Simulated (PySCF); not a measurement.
**C3H7F: calculation against experiment**

**The experiment to reproduce.**

From NIST CCCBDB Release 22 (SRD 101), experimental dipoles, for the gas: dipole moment 1.956 D.

How close the calculation comes is told at the end.

Species: C3H7F.
Numbering: `[CH3:1][CH:2]([CH3:3])[F:4]` (hydrogens: H5, H6, H7 on C1; H8 on C2; H9, H10, H11 on C3)

Cartesian coordinates in Å at the GFN2-xTB level; atoms count from 1:
```
atom  x, y, z in Å
C1    -1.1902   -0.4511    0.2131
C2    -0.1170    0.5353   -0.2196
C3     1.2872   -0.0360   -0.1034
F4    -0.2027    1.6623    0.5848
H5    -1.0134   -0.7633    1.2395
H6    -1.1694   -1.3240   -0.4324
H7    -2.1724    0.0109    0.1540
H8    -0.3066    0.8946   -1.2401
H9     1.4793   -0.3441    0.9216
H10    1.3880   -0.8956   -0.7592
H11    2.0227    0.7136   -0.3842
```

The PySCF runs (gas phase, on this GFN2-xTB geometry; no spin–orbit coupling):

| level | job | basis functions | wall time |
| --- | --- | --- | --- |
| PBE0/pcSseg-1 | shieldings, charges and field gradients, density and orbital grids written | 103 | 7.3 s |

Hardware: one thread of an Intel Xeon at 2.30 GHz (shared host).

Results beside the measurements:

**Dipole moment.** Measured: 1.956 D (NIST CCCBDB Release 22 (SRD 101), experimental dipoles).

```json
{"level": "PBE0/pcSseg-1", "computed (D)": "1.892", "computed − measured (D)": "-0.064", "% (from the printed values)": "-3"}
```

The computed dipoles belong to one fixed geometry; measured ones are averaged over vibrations unless marked μe. Magnitudes are compared, not signs.

No measured geometry was used, and the causes of the misses weren't examined.
